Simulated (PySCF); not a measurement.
Adding and removing an electron: BCl

RHF-CCSD; B 6-311G(d,p), Cl 6-311G(d,p); no relativity (PySCF 2.14). Neutral (RHF): singlet (closed shell), Re = 1.722 Å, ωe = 865 cm⁻¹, De = 4.86 eV.

BCl⁺ (UHF): doublet (σ ↑), Re = 1.601 Å, ωe = 1169 cm⁻¹, De = 3.16 eV to B⁺ + Cl. The energies at the minima are -484.37091 hartree for BCl and -484.01266 for BCl⁺.

Problem. Work out the adiabatic ionisation energy, without and with harmonic zero-point energies (1 hartree = 27.2114 eV, 1 eV = 8065.5 cm⁻¹), and the change of the bond length.

Solution. At CCSD: 0.35825 hartree = 9.748 eV between the minima; the zero-point term (1169.0 − 865.0)/2 cm⁻¹ = +0.019 eV makes it 9.767 eV. Re changes by -12.1 pm against the neutral. The electron leaves a σ orbital, and the shorter bond of the ion fits an antibonding orbital, or a change in how ionic the bond is.

Correlated steps freeze 6 core orbitals. For an ion De counts to the pair picked by the measured ionisation energies or electron affinities, which need not be the lowest pair at this level. Where the molecule has an RHF reference, its open-shell atoms are computed with UHF. States were picked by a PBE0 search and need not be the measured ground states.

Neutral and ion stand on different kinds of reference determinant, which adds to the error of the difference.
